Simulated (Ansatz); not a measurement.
## Two structures, one formula

Two relaxed structures of CH7BN (charge +1), closed shell (PBE0-D4/def2-TZVP; forces vanish, vibrations not checked).

A:

| atom | x (Å) | y (Å) | z (Å) |
| --- | --- | --- | --- |
| B1 | -1.1679 | 0.1136 | -0.8754 |
| N2 | 0.7590 | -0.5023 | 0.7470 |
| C3 | 0.1372 | 0.5546 | -0.1332 |
| H4 | -1.6111 | -0.9854 | -0.7330 |
| H5 | -1.6881 | 0.9159 | -1.5778 |
| H6 | -0.0588 | 1.4296 | 0.4951 |
| H7 | 0.8985 | 0.8683 | -0.8550 |
| H8 | 1.6079 | -0.1728 | 1.2120 |
| H9 | 0.1061 | -0.8056 | 1.4725 |
| H10 | 1.0050 | -1.3328 | 0.2046 |

B:

```xyz
10
angstrom
B -1.1551 0.1205 -0.8689
N 0.1268 0.5102 -0.1226
C 0.7616 -0.5218 0.7578
H -1.5587 -0.9786 -0.7038
H -1.6214 0.9709 -1.5474
H -0.0746 1.3594 0.4193
H 0.8038 0.8407 -0.8213
H 1.6546 -0.1042 1.2185
H 0.0435 -0.8128 1.5211
H 1.0196 -1.3842 0.1473
```

Program: Ansatz 0.2.0. Basis: def2-TZVPP. Cores are frozen in the correlated methods. B3LYP uses VWN-RPA correlation.

Question: Which structure is lower at CCSD(T), and by how much? (An estimate is asked for; the value comes from the calculation.)

Answer: Computed: B, by 0.294 eV (electronic energy, against the other). By their contacts, A is CH₇BN ([BH2][CH2][NH3]), total charge +1 and B is CH₇BN ([BH2][NH2][CH3]), total charge +1.

All methods give the same order:

```
   method  E(B) − E(A) (eV)
   PBE-D4            -0.176
r2SCAN-D4            -0.211
  PBE0-D4            -0.205
 B3LYP-D4            -0.255
  wB97M-V            -0.243
       HF            -0.355
      MP2            -0.307
     CCSD            -0.301
  CCSD(T)            -0.294
```

T1 diagnostic: at most 0.008.

Labels in which every atom is bracketed show which atoms are joined, not bond orders.

For scale, one of the runs: CCSD(T)/def2-TZVPP, 191 basis functions, launched by `ansatz run in.yaml --threads 2 --pin off --events-out ev --progress --plain --max-ram 4352MiB`. Time: 27 s of wall clock on 2 CPU threads of an Arm Neoverse V2; the host was shared. Peak host memory: 2.1 GiB.
